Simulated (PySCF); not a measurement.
**HCl at r²SCAN**

Computed with r²SCAN; basis H jorge-DZP-DKH, Cl jorge-DZP-DKH; spin-free X2C with a Gaussian nucleus; PySCF 2.14.

* state: ¹Σ⁺ (singlet), closed shell
* bond length: 1.293 Å
* harmonic wavenumber: 2944 cm⁻¹
* force constant: 5.00 mdyn/Å
* rotational constant Be: 10.29 cm⁻¹
* anharmonicity ωexe: 50.8 cm⁻¹
* vibration–rotation constant αe: 0.291 cm⁻¹
* well depth De to H + Cl: 4.48 eV
* dissociation energy D0: 4.30 eV
* HOMO–LUMO gap: 8.18 eV
* bond order (Mayer): 0.99
* dipole moment (positive dipole means H(−)Cl(+)): -1.43 D
